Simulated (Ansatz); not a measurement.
`COC1=NC1` and `OC1=NC1` differ in one atom or group.

Ansatz, PBE0-D4/def2-TZVP geometries, multiplicity 1. Each molecule was computed in one conformer, which needn't be the lowest.

```tsv
property	`COC1=NC1`
zero-point energy (PBE0-D4/def2-TZVP) / kJ/mol	208.1
size of the dipole moment (B3LYP/def2-TZVPP) / D	1.97
HOMO–LUMO gap (ωB97M-V/def2-TZVPP) / eV	12.80
HOMO energy (PBE0/def2-TZVPP) / eV	-7.70
HOMO–LUMO gap (B3LYP/def2-TZVPP) / eV	7.98
LUMO energy (PBE/def2-TZVPP) / eV	-0.36
```

(1) Give the same properties after the change, and the shifts. (Estimate.)

Answers

(1) Ansatz gave: 
| property | `OC1=NC1` | shift |
| --- | --- | --- |
| zero-point energy (PBE0-D4/def2-TZVP) / kJ/mol | 134.3 | -73.8 |
| size of the dipole moment (B3LYP/def2-TZVPP) / D | 1.60 | -0.37 |
| HOMO–LUMO gap (ωB97M-V/def2-TZVPP) / eV | 12.23 | -0.57 |
| HOMO energy (PBE0/def2-TZVPP) / eV | -7.93 | -0.23 |
| HOMO–LUMO gap (B3LYP/def2-TZVPP) / eV | 7.79 | -0.19 |
| LUMO energy (PBE/def2-TZVPP) / eV | -0.47 | -0.11 |

With PBE0 the HOMO falls by 0.23 eV and the LUMO falls by 0.31 eV, so the gap narrows by about 0.08 eV. PBE moves the HOMO by -0.22 eV and ωB97M-V by -0.24 eV. The zero-point energy changes by -73.8 kJ/mol with -9 modes. Dipoles are sizes alone; their direction can turn.

B3LYP here is the variant with VWN-RPA as its local correlation; programs differ in this.
